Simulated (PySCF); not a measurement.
Compound: lithium sodium, NaLi.
SMILES: `[Li][Na]`

Method: PBE0-D3(BJ)/def2-TZVP geometry optimisation, gas phase (PySCF 2.14.0).

Masses are those of the commonest isotopes; rigid-rotor values at the optimised geometry. 

What are the moment of inertia and the rotational constant?

I = 46.056 u·Å², B = 505379 MHz·u·Å²/I = 10973 MHz (0.3660 cm⁻¹, or 0.527 K as hB/k). For two atoms I = μr² with μ = 5.3755 u and r = 2.9271 Å.

List the first levels of a rigid rotor in a Σ state.

E(J) = BJ(J+1): J = 1: 0.732, J = 2: 2.196, J = 3: 4.392, J = 4: 7.321, J = 5: 10.981, J = 6: 15.373 cm⁻¹.

Where do the first rotational lines fall?

The dipole is 0.40 D; J+1 ← J lies at 2B(J+1): 1 ← 0 at 21.95 GHz, 2 ← 1 at 43.89 GHz, 3 ← 2 at 65.84 GHz, 4 ← 3 at 87.79 GHz, 5 ← 4 at 109.73 GHz, 6 ← 5 at 131.68 GHz.

Whether it is a minimum is left open (no frequencies). No vibrational averaging or centrifugal distortion is included, and the geometry carries the error of its method.
